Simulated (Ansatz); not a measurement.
# ClSi2: the cost of one run

Program: Ansatz 0.2.0, Gaussian basis. Level of theory: def2-TZVPP, core rule «outside noble gas», up to 15 orbitals frozen. These are calculated values, not measurements.

The runs, in order: UHF; ROHF; CCSD(T) on UHF.

## Step 1: The geometry

The geometry is a PBE0/def2-TZVP stationary point (not a proven minimum) of the parent state, kept for this charge and spin.

3 atoms, charge 0, spin multiplicity 2.

Atoms are counted from 1 here; the program's logs count them from 0.

Bond lengths: Cl1–Si2 2.077 Å, Si2–Si3 2.325 Å. Angles: Cl1–Si2–Si3 112.0°.

## Step 2: UHF

Input file in.yaml:

```yaml
crystal:
  periodic: [false, false, false]
  atoms:
    - {symbol: Cl, position_ang: [0.000000, -0.369686, 1.635032]}
    - {symbol: Si, position_ang: [0.000000, 0.849888, -0.046560]}
    - {symbol: Si, position_ang: [0.000000, -0.383225, -2.017380]}
basis:
  gaussian: {orbitals: def2-TZVPP}
magnetization: {spin_polarized: true, initial_magnetization: 1}
hamiltonian: {xc: hf}
output: {orbitals: {seedname: orbitals}}
```

Command:

```
> ansatz run in.yaml --threads 1 --pin off --events-out ev --progress --plain --max-ram 4096MiB --backend cpu
```

**Question.** How long does this run take on 1 thread of AMD EPYC 7R13, shared host, and how much memory does it need?

About 53 s, with a peak of 0.41 GiB.
